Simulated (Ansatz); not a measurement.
Basis-set extrapolation for `[CH2]1[AlH][S]1` (PBE0-D4/def2-TZVP geometry, frozen core, Ansatz 0.2.0). Multiplicity 1, RHF reference.

```tsv
	def2-TZVPP	def2-QZVPP
HF	-679.084471	-679.104266
MP2 correlation	-0.417437	-0.449926
CCSD(T) correlation	-0.471449	not run
```

Energies in hartree. Use E(X) = E(∞) + A·exp(−7.88·√X) for Hartree–Fock and E(X) = E(∞) + B·X^(−2.97) for correlation, with X = 3 and 4, and add CCSD(T) minus MP2 of the smaller set to the MP2 limit.

What is the CCSD(T) energy at the basis-set limit?

HF limit: -679.104266 + (-0.019795) × 0.13774 = -679.10699. MP2 limit: -0.449926 + (-0.032489) × 0.74074 = -0.47399. Higher-order term: -0.471449 − (-0.417437) = -0.05401. Total: -679.63499 hartree, 49.6 kcal/mol below CCSD(T)/def2-TZVPP.
